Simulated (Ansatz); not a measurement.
methane (SMILES C) moved off its minimum; all values from Ansatz (a program for electronic structure), cores frozen in correlated methods.
(charge 0, multiplicity 1)
```xyz
5

C      0.1227    -0.1211     0.0517
H     -0.6436    -0.3395    -0.6967
H      0.0841     1.1037     0.0735
H     -0.4657    -0.2613     1.0299
H      0.9459    -0.4649    -0.1724
```

Forces at MP2/aug-cc-pVTZ (eV/Å):

```csv
atom,Fx,Fy,Fz
C1,-11.223,7.539,3.140
H2,0.321,-0.178,-0.154
H3,0.694,-2.978,-0.394
H4,1.812,-0.706,-1.181
H5,8.396,-3.678,-1.411
```

Problem. Give the forces (eV/Å), the total energy and the dipole at CCSD(T)/aug-cc-pVTZ.

Solution. 
| atom | Fx | Fy | Fz |
|---|---|---|---|
| C1 | -11.103 | 7.391 | 3.109 |
| H2 | 0.234 | -0.208 | -0.242 |
| H3 | 0.692 | -2.769 | -0.386 |
| H4 | 1.731 | -0.720 | -1.050 |
| H5 | 8.446 | -3.694 | -1.431 |
Energy -40.3961 hartree, dipole 0.09 D.
